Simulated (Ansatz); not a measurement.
## C₄H₅N, SMILES C#CCC=N: a single point from an input written key by key, step by step

Computed with Ansatz 0.2.0 through its Python package.

Notebook, run cell by cell (the value of a cell's last expression is shown):

```python
import ansatz as az

DECK = '''
crystal:
  periodic: [false, false, false]
  atoms:
    - { symbol: C, position_ang: [1.4599, 1.6447, -0.0034] }
    - { symbol: C, position_ang: [0.9284, 0.581, 0.1661] }
    - { symbol: C, position_ang: [0.2913, -0.7241, 0.3802] }
    - { symbol: C, position_ang: [-1.1168, -0.8389, -0.1492] }
    - { symbol: 'N', position_ang: [-1.7877, 0.0874, -0.7565] }
    - { symbol: H, position_ang: [1.9337, 2.5881, -0.1528] }
    - { symbol: H, position_ang: [0.2541, -0.9561, 1.4503] }
    - { symbol: H, position_ang: [0.8809, -1.5156, -0.0953] }
    - { symbol: H, position_ang: [-1.611, -1.8138, 0.0033] }
    - { symbol: H, position_ang: [-1.2327, 0.9473, -0.8428] }
basis:
  gaussian: { orbitals: cc-pVDZ }
hamiltonian:
  xc: r2scan
'''

session = az.Session.from_yaml(DECK)
r = session.plan(threads=1).execute().report
```

    

```python
print('reference energy %16.6f eV' % r['reference_energy_ev'])
print('total energy     %16.6f eV' % r['free_energy_ev'])
print('occupied orbitals outside the frozen core (up, down):', r['n_occupied'], ' frozen:', r['n_frozen'], ' virtual:', r['n_virtual'])
symbols = ['C', 'C', 'C', 'C', 'N', 'H', 'H', 'H', 'H', 'H']
```

    reference energy     -5713.646273 eV
    total energy         -5713.646273 eV
    occupied orbitals outside the frozen core (up, down): [18, 18]  frozen: 0  virtual: [77, 77]

What to keep in mind:
- Total energies depend on the basis set; only differences at equal settings carry meaning.
- The geometry is a force-field or estimated start, not a minimum of this method, and the basis set is short of its limit.
- Timing: 14 s on 1 thread of AMD EPYC (Zen 3), with other jobs on the host, peak memory 0.19 GiB.

(Lines on the test bed's own set-up are left out of the output.)
